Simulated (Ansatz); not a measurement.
# HO (charge -1): ladder of methods at one geometry

One table from this session's results is given with a row withheld; the runs are named, their logs left out.

Program: the Python package of Ansatz 0.2.0. The levels of theory stand in the script. These are calculated values, not measurements.

## The structure

Bond lengths: O1–H2 0.978 Å.

No structure file is read: the coordinates are typed or built in the script.

The first run:

run_methods.py

```python
"""One geometry of HO(-), method by method."""

import ansatz

params = {
    "basis_set": "def2-SVP",
    "net_charge": -1,
}


def main() -> None:
    geometry_ang = [
        ("O", (0.4889, 0.0, 0.0)),
        ("H", (-0.4889, 0.0, 0.0)),
    ]
    geometry = ansatz.Crystal.molecule()
    for symbol, xyz in geometry_ang:
        geometry = geometry.atom(symbol, xyz)

    job = geometry.calculation()
    job = job.basis(gaussian=params["basis_set"]).charge(params["net_charge"])

    methods = ["mp2", "ccsd", "ccsd_t", "ccsdt_q"]
    reports = [job.correlation(m).run().report for m in methods]
    print(f"Hartree-Fock reference {reports[0]['reference_energy_ev'] / 27.211386246:.6f} Ha")
    best = reports[-1]["free_energy_ev"] - reports[-1]["reference_energy_ev"]
    for method, each in zip(methods, reports):
        gained = each["free_energy_ev"] - each["reference_energy_ev"]
        print(f"{method:8s} total {each['free_energy_ev'] / 27.211386246:.6f} Ha  correlation {gained:9.4f} eV  ({100 * gained / best:.1f} % of the last)")


if __name__ == "__main__":
    main()
```

Command:

```console
$ python run_methods.py
```

Steps of the session up to this table: Running it.

One table of the session follows, with a row left open; its other results are not shown here.

It belongs to the step «The engine's runs». Correlation energies (total less mean field):

| method | correlation (eV) |
| --- | --- |
| mp2 | -5.312 |
| ccsd | ? |
| ccsd_t | -5.578 |
| ccsdt_q | -5.597 |

**Question.** Estimate the row for ccsd.

The run gave: correlation (eV): -5.515. In the column «correlation (eV)» it lies between ccsd_t (-5.578) and mp2 (-5.312).

Caveats from the session: A lower total doesn't mark the better method: functionals have no common bound, and MP2 and coupled cluster aren't variational.
- Inner cores stay frozen, so this is valence correlation.
- Anions want diffuse functions, which this basis lacks.
